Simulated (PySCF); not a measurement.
**Chlorine: highly charged ions in a basis for the neutral atom**

Cl¹³⁺ [He] 2s2, Cl¹⁴⁺ [He] 2s1. All numbers are calculated (PySCF 2.14, no relativity, point nucleus, in def2-TZVP). No spin-orbit coupling, so a gap to NIST mixes the basis error with missing relativistic terms.

Changed run: basis of the neutral atom used for a highly charged ion. This setting is unsound on purpose.

```json
{"species": "Cl¹³⁺", "method": "UHF", "sound run (hartree)": "not run", "changed run (hartree)": "-335.08556", "converged": "yes"}
{"species": "Cl¹³⁺", "method": "LDA", "sound run (hartree)": "not run", "changed run (hartree)": "-333.81732", "converged": "yes"}
{"species": "Cl¹³⁺", "method": "B3LYP", "sound run (hartree)": "not run", "changed run (hartree)": "-335.12856", "converged": "yes"}
{"species": "Cl¹⁴⁺", "method": "UHF", "sound run (hartree)": "not run", "changed run (hartree)": "-307.90488", "converged": "yes"}
{"species": "Cl¹⁴⁺", "method": "LDA", "sound run (hartree)": "not run", "changed run (hartree)": "-306.61870", "converged": "yes"}
{"species": "Cl¹⁴⁺", "method": "B3LYP", "sound run (hartree)": "not run", "changed run (hartree)": "-307.87307", "converged": "yes"}
```

Ionisation energy of Cl¹³⁺:

```csv
method,changed run (eV),NIST (eV)
UHF,739.62,750.23 ± 0.19
LDA,740.11,750.23 ± 0.19
B3LYP,741.66,750.23 ± 0.19
```

The contracted functions were made for the neutral atom and can be too rigid for a highly charged ion.
